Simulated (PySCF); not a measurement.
NO, SMILES [N]=O (connectivity only; charge and spin as stated), charge +1, multiplicity 1. Geometry optimised at PBE0-D3(BJ)/def2-TZVPD.

TDA-B3LYP/def2-TZVPD (PySCF) puts the lowest singlet excitations at 10.22, 10.22, 10.70, 11.18, 11.18, 16.07 eV and the lowest triplet (TDA) at 7.66 eV.

### Question
What are the lowest singlet roots from EOM-CCSD/aug-cc-pVDZ in PySCF? (Estimate from the structure and the level; the computed values follow.)

### Answer
10.41, 10.41, 11.50, 11.89, 11.89, 15.74 eV; triplets 8.26, 8.26, 8.81 eV. S1 differs by 0.19 eV (second minus first; roots are paired by order, and the bases may differ).
